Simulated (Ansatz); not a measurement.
# AsH⁺, quartet: vertical spin and charge gaps

Geometry (PBE0/def2-TZVP stationary point for this spin):

```xyz
2

As    0.0000    0.0000    0.0000
H     0.0000    0.0000    1.6414
```

Basis cc-pVTZ; Ansatz 0.2.0. Correlated methods freeze the noble-gas cores and the filled d shells of p-block atoms. R marks a restricted (for open shells ROHF) determinant. Active spaces: valence = (5e, 5o) chosen from the atoms' valence shells. No spin–orbit coupling is included, and no scalar relativity.

Gaps are energies of the second state less the first, at fixed atoms, for a selection of the levels run; each method lands on the state that its own search finds for that charge and spin.

For open shells CISD is restricted-active-space CI with the open shells as a complete middle space.

Doublet less quartet: -1.650 eV at full CI (quartet A2, doublet B1, in C2v).

```json
{"level": "RHF", "gap (eV)": "-1.094", "error (meV)": "556"}
{"level": "RMP2", "gap (eV)": "-1.480", "error (meV)": "170"}
{"level": "CISD", "gap (eV)": "-1.557", "error (meV)": "93"}
{"level": "RCCSD", "gap (eV)": "-1.651", "error (meV)": "-1"}
{"level": "RCCSD(T)", "gap (eV)": "-1.651", "error (meV)": "-1"}
{"level": "BCCD(T)", "gap (eV)": "-1.651", "error (meV)": "-1"}
{"level": "RCCSDT", "gap (eV)": "-1.650", "error (meV)": "0"}
{"level": "RCCSDT(Q)", "gap (eV)": "-1.650", "error (meV)": "0"}
{"level": "CASSCF (valence space)", "gap (eV)": "-1.530", "error (meV)": "120"}
{"level": "NEVPT2 (valence space)", "gap (eV)": "-1.595", "error (meV)": "55"}
{"level": "MRCISD (valence space)", "gap (eV)": "-1.670", "error (meV)": "-20"}
{"level": "MRCISD+Q (valence space)", "gap (eV)": "-1.677", "error (meV)": "-27"}
{"level": "PBE", "gap (eV)": "-1.734", "error (meV)": "-84"}
{"level": "r2SCAN", "gap (eV)": "-1.514", "error (meV)": "136"}
{"level": "PBE0", "gap (eV)": "-1.647", "error (meV)": "3"}
{"level": "B3LYP", "gap (eV)": "-1.895", "error (meV)": "-245"}
{"level": "wB97M-V", "gap (eV)": "-1.831", "error (meV)": "-181"}
{"level": "RPA-PBE", "gap (eV)": "-1.925", "error (meV)": "-275"}
```

Sextet less quartet: 11.045 eV at full CI (quartet A2, sextet A2, in C2v).

```json
{"level": "RHF", "gap (eV)": "9.375", "error (meV)": "-1670"}
{"level": "RMP2", "gap (eV)": "10.723", "error (meV)": "-322"}
{"level": "CISD", "gap (eV)": "10.985", "error (meV)": "-60"}
{"level": "RCCSD", "gap (eV)": "10.962", "error (meV)": "-83"}
{"level": "RCCSD(T)", "gap (eV)": "11.028", "error (meV)": "-17"}
{"level": "BCCD(T)", "gap (eV)": "11.028", "error (meV)": "-17"}
{"level": "RCCSDT", "gap (eV)": "11.042", "error (meV)": "-3"}
{"level": "RCCSDT(Q)", "gap (eV)": "11.044", "error (meV)": "-1"}
{"level": "CASSCF (valence space)", "gap (eV)": "9.976", "error (meV)": "-1069"}
{"level": "NEVPT2 (valence space)", "gap (eV)": "10.920", "error (meV)": "-125"}
{"level": "MRCISD (valence space)", "gap (eV)": "10.959", "error (meV)": "-86"}
{"level": "MRCISD+Q (valence space)", "gap (eV)": "11.016", "error (meV)": "-29"}
{"level": "PBE", "gap (eV)": "11.977", "error (meV)": "932"}
{"level": "r2SCAN", "gap (eV)": "11.410", "error (meV)": "365"}
{"level": "PBE0", "gap (eV)": "11.593", "error (meV)": "548"}
{"level": "B3LYP", "gap (eV)": "12.204", "error (meV)": "1159"}
{"level": "r2SCANh", "gap (eV)": "11.338", "error (meV)": "293"}
{"level": "wB97M-V", "gap (eV)": "11.830", "error (meV)": "785"}
{"level": "B2PLYP", "gap (eV)": "11.760", "error (meV)": "715"}
{"level": "RPA-PBE", "gap (eV)": "11.036", "error (meV)": "-9"}
```

Functionals correlate the shells that the reference freezes, so part of their error here is the reference's.

Full CI is exact within this basis and frozen core; it isn't the basis-set limit.
